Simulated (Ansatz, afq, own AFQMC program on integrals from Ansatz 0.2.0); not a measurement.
**Where AFQMC and coupled cluster stand for BSiH5, singlet**

```xyz
7

B    -2.1129    0.0401    0.0000
H    -2.7096    1.0737    0.0000
H    -2.7096   -0.9935    0.0000
H    -0.9194    0.0401    0.0000
Si    0.9301    0.0401    0.0000
H     1.5423   -0.8342    1.0900
H     1.5423   -0.8342   -1.0900
```

Basis cc-pVDZ. Only valence electrons are correlated. Integrals, coupled cluster, full CI and functionals: Ansatz 0.2.0; the random walks run on the same integrals in our own AFQMC program. The CISD trial takes its coefficients from CCSD amplitudes. Released means that phaseless walkers are propagated on without the constraint, phases kept. Uncertainties: one standard error, sampling alone.

Determinant: RHF, the one that the program's search chose, which needn't be the lowest solution. The geometry is a point of a scan.

No full CI on the walks' own integrals is used here; CCSDT(Q) serves as the reference and is uncertain by about the last step of the cluster series.

Cautions: restricted determinant unstable towards unrestricted (UHF 9 meV lower, ⟨S²⟩ 0.14).

```
T1 diagnostic                               : 0.0127
weight of the determinant in the CISD state : 0.865
size of the correlated space                : 12 electrons in 51 orbitals
```

```json
{"level": "MP2", "correlation energy (eV)": "-5.1596"}
{"level": "CCSD", "correlation energy (eV)": "-6.5210"}
{"level": "CCSD(T)", "correlation energy (eV)": "-6.6595"}
```

Task: Estimate where AFQMC with the constraint released lies against CCSD(T) on the same integrals.

Result: 4.2 ± 0.4 kJ/mol below CCSD(T).

Reference: CCSDT(Q), correlation energy -6.696 eV. The released energy is read at 2.40 1/Eh (meV from the phaseless value at times in 1/Eh: -2 ± 3 at 0.24, -6.7 ± 2.3 at 0.51, -7 ± 3 at 0.99, -14 ± 3 at 1.62, -16 ± 4 at 2.40).

```
         level  E − E(reference) (kJ/mol)  share of correlation (%)
       CCSD(T)                        3.5                     99.45
         CCSDT                        0.5                     99.92
 ph-AFQMC/CISD                  0.8 ± 0.4                     99.87
released AFQMC                 -0.7 ± 0.4                    100.11
```

A walk keeps the symmetry of its determinant, which the program's search chose and which needn't be the lowest solution, so a lower state of the same spin and another symmetry isn't excluded. Released energies are given only where the last usable release times agree within the noise; a slower fall can still hide under it.
